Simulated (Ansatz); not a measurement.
C$_{3}$H$_{8}$FN, SMILES `CCNCF` at its PBE0-D4/def2-TZVP geometry, where that method's forces vanish. Total charge 0; spin multiplicity 1.

```xyz
13

C     0.6874   -0.6075   -1.2848
C    -0.3644   -0.8493   -0.2205
N    -0.0642   -0.1548    1.0255
C    -0.1077    1.2427    1.0128
F    -1.3804    1.7647    0.6953
H     1.6810   -0.8655   -0.9123
H     0.4764   -1.2195   -2.1642
H     0.7047    0.4335   -1.6146
H    -0.3966   -1.9162    0.0143
H    -1.3546   -0.5775   -0.6102
H    -0.5961   -0.5326    1.7966
H     0.5719    1.6485    0.2614
H     0.1426    1.6335    2.0007
```

Question: What forces (eV/Å) does PBE-D4/def2-TZVPP give on these atoms in Ansatz? (Best estimate.)

Answer: Ansatz gave: 
```
C1   0.017 -0.006 -0.033
C2  -0.012 -0.081 -0.099
N3   0.269 -0.066  0.070
C4   0.396 -0.085  0.121
F5  -0.717  0.345 -0.180
H6   0.200 -0.049  0.064
H7  -0.034 -0.114 -0.178
H8   0.011  0.205 -0.069
H9  -0.021 -0.223  0.046
H10 -0.217  0.044 -0.093
H11 -0.163 -0.146  0.287
H12  0.184  0.093 -0.173
H13  0.086  0.084  0.237
```
